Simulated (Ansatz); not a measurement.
# C₂H₃N (SMILES C1=NC1): functionals against CCSD(T) at one geometry

The task here is to estimate one member of a computed series from the others.

The runs use Ansatz 0.2.0, Gaussian basis; single points in def2-TZVPP.

Correlated methods freeze the cores.

## Where the work starts

SMILES `C1=NC1`, 6 atoms, charge 0, spin multiplicity 1.

Atoms are counted from 1 here; the program's logs count them from 0.

Bond lengths: C1–N2 1.288 Å, C1–C3 1.464 Å, C1–H4 1.088 Å, N2–C3 1.501 Å, C3–H5 1.074 Å, C3–H6 1.119 Å. Angles: N2–C1–C3 65.7°, N2–C1–H4 143.8°, C3–C1–H4 150.1°, C1–N2–C3 62.8°, C1–C3–N2 51.5°, C1–C3–H5 124.5°, C1–C3–H6 121.4°, N2–C3–H5 119.0°, N2–C3–H6 115.5°, H5–C3–H6 111.3°.

As a file:

| atom | x (Å) | y (Å) | z (Å) |
| --- | --- | --- | --- |
| C1 | -0.5932 | -0.5242 | -0.2859 |
| N2 | 0.4864 | -1.0498 | 0.1795 |
| C3 | 0.3991 | 0.4482 | 0.1758 |
| H4 | -1.5888 | -0.7504 | -0.6605 |
| H5 | 1.0499 | 1.0066 | -0.4715 |
| H6 | 0.3189 | 0.9285 | 1.1834 |

Set-up of the first run:

Input file run/in.yaml:

```yaml
crystal:
  periodic: [false, false, false]
  atoms:
    - {symbol: C, position_ang: [-0.593200, -0.524200, -0.285900]}
    - {symbol: N, position_ang: [0.486400, -1.049800, 0.179500]}
    - {symbol: C, position_ang: [0.399100, 0.448200, 0.175800]}
    - {symbol: H, position_ang: [-1.588800, -0.750400, -0.660500]}
    - {symbol: H, position_ang: [1.049900, 1.006600, -0.471500]}
    - {symbol: H, position_ang: [0.318900, 0.928500, 1.183400]}
basis:
  gaussian: {orbitals: def2-TZVPP}
correlation: {method: ccsd_t}
output: {forces: true}
```

The command line of these runs was not kept.

Steps of the session up to this table: CCSD(T)/def2-TZVPP; PBE0-D4/def2-TZVPP; wB97M-V/def2-TZVPP; r2SCAN-D4/def2-TZVPP; PBE-D4/def2-TZVPP; LC-wPBE/def2-TZVPP; r2SCANh-D4/def2-TZVPP.

One of the session's tables, all rows but one given; the rest of the session is left out.

```
    method  RMS force component (eV/Å)  angle to CCSD(T) forces (°)  dipole (D)
   CCSD(T)                       0.723                    reference        2.13
   PBE0-D4                       0.995                         28.2        2.16
   wB97M-V                       0.997                         24.9        2.19
 r2SCAN-D4                       0.894                         19.5        2.14
    PBE-D4                       0.739                         15.3        2.06
   LC-wPBE                       1.146                         35.5        2.26
r2SCANh-D4                           ?                            ?           ?
```

Estimate the missing values for r2SCANh-D4.

The run gave: RMS force component (eV/Å): 0.977; angle to CCSD(T) forces (°): 24.4; dipole (D): 2.17. In the column «RMS force component (eV/Å)» it lies between r2SCAN-D4 (0.894) and PBE0-D4 (0.995).
